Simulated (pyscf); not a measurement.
**Four-centre exchange: `[OH2]` + `[OH][Zn][Cl]` → `[OH][Zn][Cl]` + `[OH2]`**

Gas phase, singlet surface, charge 0. Bonds broken: O1–H4, Zn2–O5. Bonds formed: O1–Zn2, H4–O5. Structures and frequencies: ωB97X-D3(BJ)/def2-SVP in PySCF.

Transition state (Å):

```xyz
7

O     -1.2837     0.9253     0.6355
Zn    -0.9561    -0.8970    -0.0050
Cl    -0.9816    -2.9422     0.5466
H     -0.7699     1.0419    -0.4663
O     -0.4978     0.3561    -1.4397
H     -0.8695     1.3378     1.3999
H      0.3651     0.4443    -1.8566
```

One imaginary mode, 950i cm⁻¹; descent along it reached the two sides named, in the forms told below.

| bond | change | reactant side (Å) | saddle | product side |
|---|---|---|---|---|
| O1–H4 | breaks | 0.985 | 1.221 | 1.849 |
| Zn2–O5 | breaks | 1.820 | 1.959 | 2.136 |
| O1–Zn2 | forms | 2.135 | 1.959 | 1.820 |
| H4–O5 | forms | 1.851 | 1.221 | 0.985 |

Electronic energies relative to the separated reactants (eV):

| level | barrier | reaction energy | reverse barrier |
|---|---|---|---|
| ωB97X-D3(BJ)/def2-TZVP | -0.29 | 0.00 | -0.29 |
| PBE/def2-TZVP | -0.26 | 0.00 | -0.26 |
| r²SCAN/def2-TZVP | -0.37 | 0.00 | -0.37 |
| B3LYP-D3(BJ)/def2-TZVP | -0.24 | 0.00 | -0.24 |
| PBE0-D3(BJ)/def2-TZVP | -0.33 | 0.00 | -0.33 |
| M06-2X/def2-TZVP | -0.47 | 0.00 | -0.47 |
| ωB97M-D3(BJ)/def2-TZVP | -0.26 | 0.00 | -0.26 |
| HF/def2-TZVP | 0.03 | 0.00 | 0.03 |

With ωB97M-D3(BJ)/def2-TZVP energies and thermal terms (ideal gas, 1 atm, RRHO with modes under 100 cm⁻¹ raised to 100, one conformer, R ln 2 for rigid chiral ones), in eV:

```csv
T (K),ΔH‡,ΔG‡,ΔH,ΔG
298,-0.31,0.14,0.00,0.00
600,-0.31,0.61,0.00,0.00
900,-0.28,1.06,0.00,0.00
1200,-0.24,1.50,0.00,0.00
```

On the reactant side the descent ends in an adduct with a O–Zn contact, 0.71 eV under the separated species and 0.42 eV under the saddle at ωB97X-D3(BJ)/def2-TZVP. On the product side the descent ends in an adduct with a O–Zn contact, 0.71 eV under the separated species and 0.42 eV under the saddle at ωB97X-D3(BJ)/def2-TZVP. At ωB97X-D3(BJ), PBE, r²SCAN, B3LYP-D3(BJ), PBE0-D3(BJ), M06-2X, ωB97M-D3(BJ) the saddle lies under the separated reactants, which points to a path from their complex (located at ωB97X-D3(BJ) alone). At ωB97X-D3(BJ), PBE, r²SCAN, B3LYP-D3(BJ), PBE0-D3(BJ), M06-2X, ωB97M-D3(BJ) the saddle lies under the separated products, which points to a path from their complex (located at ωB97X-D3(BJ) alone). What is counted as formed (O–Zn) is already present as a longer contact in the reactant adduct; forming that adduct is a step of its own. What is counted as broken (O–Zn) persists as a longer contact in the product adduct; parting that adduct is a step of its own. This is the saddle that the search found; another between the same sides may lie lower. Elements up to Kr have no core potential and no relativistic terms here.
